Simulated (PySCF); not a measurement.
# Ways to converge the SCF of BF

Aim: find out which solver settings change the answer for BF.

The runs use PySCF 2.14.0; method and basis as typed in the scripts.

3 further runs of the same task are left out: 3 that didn't finish.

### 1 The starting structure

BF: 2 atoms, charge 0, spin multiplicity 1.

Bond lengths: B1–F2 1.287 Å.

### 2 The run that the others are compared with

input.py reads:

```python
from pyscf import gto, scf, mcscf, mrpt

mol = gto.M(
    atom='B 0 0 0; F 0 0 1.287',
    basis='pcseg-2',
    charge=0,
    spin=0,
    verbose=4,
)
mf = scf.RHF(mol)
mf = mf.density_fit(auxbasis='def2-universal-jkfit')
mf.kernel()
mc = mcscf.CASSCF(mf, 6, 8)
mc.kernel()
mc.analyze()
mrpt.NEVPT(mc).kernel()
mf.dip_moment()
print('orbital energies (hartree):', mf.mo_energy[..., max(0, mol.nelec[1]-3):mol.nelec[0]+3].round(4))
```

Launch:

```sh
> OMP_NUM_THREADS=1 python input.py
```

Its log is not repeated here.

It gives: E(SCF) = -124.154097 Eh, 9 cycles, E(CAS) − E(SCF) = -0.03857 Eh, NEVPT2 = -0.26609 Eh, μ = 0.73 D (of the SCF density).

The bond length is a typed value, not an optimised one.

### 3 DIIS space 12

Edit 1 changes DIIS space: default → 12.

input.py reads:

```python
from pyscf import gto, scf, mcscf, mrpt

mol = gto.M(
    atom='B 0 0 0; F 0 0 1.287',
    basis='pcseg-2',
    charge=0,
    spin=0,
    verbose=4,
)
mf = scf.RHF(mol)
mf = mf.density_fit(auxbasis='def2-universal-jkfit')
mf.diis_space = 12
mf.kernel()
mc = mcscf.CASSCF(mf, 6, 8)
mc.kernel()
mc.analyze()
mrpt.NEVPT(mc).kernel()
mf.dip_moment()
print('orbital energies (hartree):', mf.mo_energy[..., max(0, mol.nelec[1]-3):mol.nelec[0]+3].round(4))
```

Launch:

```sh
> OMP_NUM_THREADS=1 python input.py
```

### 4 Initial guess chk

Edit 2 changes initial guess: minao → chk.

input.py, as its differences from that of step 2:

```diff
@@ -11,2 +11,3 @@
 mf = mf.density_fit(auxbasis='def2-universal-jkfit')
+mf.init_guess = 'chk'
 mf.kernel()
```

### 5 Convergence threshold 1e-13 hartree

Edit 3 changes convergence threshold: default → 1e-13 hartree.

input.py, as its differences from that of step 2:

```diff
@@ -11,2 +11,3 @@
 mf = mf.density_fit(auxbasis='def2-universal-jkfit')
+mf.conv_tol = 1e-13
 mf.kernel()
```

### 6 DIIS space off

Edit 4 changes DIIS space: default → off.

input.py, as its differences from that of step 2:

```diff
@@ -11,2 +11,3 @@
 mf = mf.density_fit(auxbasis='def2-universal-jkfit')
+mf.diis = False
 mf.kernel()
```

### 7 Point-group symmetry on

Edit 5 changes point-group symmetry: off → on.

input.py, as its differences from that of step 2:

```diff
@@ -7,2 +7,3 @@
     spin=0,
+    symmetry=True,
     verbose=4,
```

### 8 Smearing width 0.01 hartree

Edit 6 changes smearing width: none → 0.01 hartree; step after the SCF: nevpt2 → none.

input.py reads:

```python
from pyscf import gto, scf

mol = gto.M(
    atom='B 0 0 0; F 0 0 1.287',
    basis='pcseg-2',
    charge=0,
    spin=0,
    verbose=4,
)
mf = scf.RHF(mol)
mf = mf.density_fit(auxbasis='def2-universal-jkfit')
mf = scf.addons.smearing_(mf, sigma=0.01, method='fermi')
mf.kernel()
mf.dip_moment()
print('orbital energies (hartree):', mf.mo_energy[..., max(0, mol.nelec[1]-3):mol.nelec[0]+3].round(4))
```

Before running it: what results should come out? Wanted: for each run, E(SCF); from base; gap; SCF dipole; after the SCF.

**Answer**, as computed:

```csv
run,E(SCF) (hartree),from base (eV),cycles,gap (eV),SCF dipole (D),after the SCF
base,-124.154097,0,9,13.07,0.73,"NEVPT2 correlation -8.290 eV (from the SCF energy, the CASSCF gain included)"
DIIS space 12,-124.154097,0.0000,9,13.07,0.73,"NEVPT2 correlation -8.290 eV (from the SCF energy, the CASSCF gain included)"
initial guess chk,-124.154097,0.0000,9,13.07,0.73,"NEVPT2 correlation -8.290 eV (from the SCF energy, the CASSCF gain included)"
convergence threshold 1e-13 hartree,-124.154097,0.0000,11,13.07,0.73,"NEVPT2 correlation -8.295 eV (from the SCF energy, the CASSCF gain included)"
DIIS space off,-124.154097,0.0000,27,13.07,0.73,"NEVPT2 correlation -8.304 eV (from the SCF energy, the CASSCF gain included)"
point-group symmetry on,-124.154097,0.0000,9,13.07,0.73,"NEVPT2 correlation -8.293 eV (from the SCF energy, the CASSCF gain included)"
smearing width 0.01 hartree,-124.154097,0.0000,9,n/a,0.73,n/a
```

Distance from each run's final energy (log10 hartree) by cycle:

```
                                run  cycle 1  cycle 2  cycle 3  cycle 5  cycle 8  cycle 12
                               base     -1.4     -2.0     -3.4     -5.8    -10.7      done
                      DIIS space 12     -1.4     -2.0     -3.4     -5.8    -10.7      done
                  initial guess chk     -1.4     -2.0     -3.4     -5.8    -10.7      done
convergence threshold 1e-13 hartree     -1.4     -2.0     -3.4     -5.8    -10.7      done
                     DIIS space off     -1.4     -2.0     -2.3     -3.0     -4.0      -5.3
            point-group symmetry on     -1.4     -2.0     -3.4     -5.8    -10.7      done
        smearing width 0.01 hartree     -1.4     -2.0     -3.4     -5.8    -10.7      done
```

**Reading.** With DIIS space 12 or initial guess chk or convergence threshold 1e-13 hartree or DIIS space off or point-group symmetry on or smearing width 0.01 hartree the SCF ends at the base energy. PySCF falls back to minao for a guess that it doesn't know or can't read, so that run repeats the base. The base needs 9 cycles and the run with DIIS space off needs 27. The cycles with DIIS space 12 repeat those of the base digit for digit, so the setting never acted.
